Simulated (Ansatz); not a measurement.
Results of Hartree–Fock in Ansatz (PAW) for wurtzite MgTe.

Run with plane-wave cutoff 520 eV, 6×6×4 k mesh (along the axes of the cell as run), Fermi–Dirac smearing 0.01 eV, scalar-relativistic PAW data made under PBE.

Starting structure:

```
MgTe
1.0
    4.55000     0.00000     0.00000
   -2.27500     3.94042     0.00000
    0.00000     0.00000     7.39000
Mg Te
2 2
Direct
  0.33333   0.66667   0.00000
  0.66667   0.33333   0.50000
  0.33333   0.66667   0.37600
  0.66667   0.33333   0.87600
```

Problem. Into what structure does the relaxation of cell and atoms lead at this level, with the symmetry of the start kept?

Solution. The volume goes up by 7.5 %; final space group P6_3mc.
```
MgTe
1.0
    4.65417     0.00000     0.00000
   -2.32709     4.03063     0.00000
    0.00000     0.00000     7.59439
Mg Te
2 2
Cartesian
  0.00000   2.68709   0.00055
  2.32709   1.34354   3.79774
  0.00000   2.68709   2.85494
  2.32709   1.34354   6.65214
```

Ansatz is an electronic-structure program.
